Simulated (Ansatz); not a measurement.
## Ansatz (development build ahead of 0.2.0) run

```yaml
crystal:
  periodic: [false, false, false]
  atoms:
    - { symbol: Si, position_ang: [0.0, 0.0, 0.0] }
    - { symbol: H, position_ang: [0.0, 1.7819, 1.0288] }
    - { symbol: S, position_ang: [0.0, -2.7105, 1.5649] }
basis:
  gaussian: { orbitals: pcseg-2 }
magnetization:
  spin_polarized: true
  initial_magnetization: 3
hamiltonian:
  xc: pbe0
```

The input is written out in the form of the current development build from the run's settings.

Output:

```json
{
 "Converged": "yes",
 "Total energy": "-687.82776 hartree",
 "Spin squared of the determinant": "3.782",
 "Stability test": "minimum"
}
```

Caution: other spin multiplicities may lie lower.
